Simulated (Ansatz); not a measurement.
```yaml
crystal:
  periodic: [false, false, false]
  atoms:
    - {symbol: F, position_ang: [-2.076910, 0.870689, 1.874231]}
    - {symbol: Si, position_ang: [0.097674, 0.785436, -0.051439]}
    - {symbol: F, position_ang: [2.565693, -1.050013, 1.239814]}
    - {symbol: H, position_ang: [-0.721518, -1.644965, -1.059360]}
    - {symbol: H, position_ang: [0.845238, 2.178423, -1.533308]}
basis:
  gaussian: {orbitals: def2-TZVPP}
total_charge: 1
magnetization: {spin_polarized: true, initial_magnetization: 1}
hamiltonian: {xc: {name: SVWN5}}
output: {forces: true}
```

```sh
$ ansatz run in.yaml --threads 4 --pin off --events-out ev --progress --plain --max-ram 10444MiB
```

Shortened log:

```
Functional definition: SVWN5
718 factors; their error is unknown
mean field evaluation 1: about -13221.0471 eV, gradient 9.3e1 eV
mean field evaluation 2: about -12480.3567 eV, gradient 2.2e2 eV
mean field evaluation 4: about -12878.8767 eV, gradient 1.4e2 eV
mean field evaluation 8: about -13231.4908 eV, gradient 4.9e1 eV
mean field evaluation 16: about -13258.0956 eV, gradient 9.5e-1 eV
mean field evaluation 32: about -13258.1973 eV, gradient 4.2e-3 eV
mean field evaluation 224: about -13258.1928 eV, gradient 7.2e-2 eV
mean field evaluation 256: about -13258.1941 eV, gradient 8.3e-3 eV
mean field evaluation 288: about -13258.3229 eV, gradient 3.3e-2 eV
mean field evaluation 320: about -13258.1898 eV, gradient 7.1e-2 eV
mean field evaluation 384: about -13258.3239 eV, gradient 9.8e-2 eV
mean field -13258.32561890 eV, -487.2344796787 hartree, gradient 1.8e-6 eV, S^2 1.610397; 22 other end points of the search recorded, 0 dependent functions left out
reference -13258.32565391 eV, -487.2344809654 hartree; 17, 16 occupied and 115, 116 virtual orbitals, 718 factors
Total energy: -13258.32565391 eV, -487.2344809654 hartree
Atom 0 at    -2.076910     0.870689     1.874231 Å, force     1.322587    -0.003964    -1.182370 eV/Å
Atom 1 at     0.097674     0.785436    -0.051439 Å, force    -0.255560     0.076811    -0.138061 eV/Å
Atom 2 at     2.565693    -1.050013     1.239814 Å, force    -0.610991     0.463228    -0.328090 eV/Å
Atom 3 at    -0.721518    -1.644965    -1.059360 Å, force     0.201166     0.588041     0.296636 eV/Å
Atom 4 at     0.845238     2.178423    -1.533308 Å, force    -0.657202    -1.124115     1.351884 eV/Å
Dipole moment:    -0.062182     0.381570    -1.655939 e Å
```

In this input the coordinates are in bohr but typed as ångström. The calculation finished and met its thresholds. The result belongs to that input, not to the molecule as meant.
